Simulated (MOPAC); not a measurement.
MOPAC input (PM3):

```
PM3 1SCF CHARGE=1 GEO-OK AUX(PRECISION=9) THREADS=1
C3H7

C     0.00780358 1    0.53696486 1   -0.00372461 1
C     0.00985896 1   -0.18844531 1    1.29236932 1
C     0.01042448 1   -0.20636333 1   -1.28962507 1
H    -0.19667664 1    1.60001769 1   -0.01114656 1
H     0.17924347 1    0.48020137 1    2.13732987 1
H     0.18018110 1    0.45049265 1   -2.14370979 1
H    -0.94627277 1   -0.70455808 1    1.47473043 1
H     0.78002945 1   -0.96799317 1    1.31426117 1
H     0.78060211 1   -0.98613760 1   -1.30035846 1
H    -0.94562886 1   -0.72496020 1   -1.46522451 1
```

Task: What heat of formation does the run end on, and which ionisation energy by Koopmans theorem?

Result: 202.90 kcal/mol; 18.89 eV.
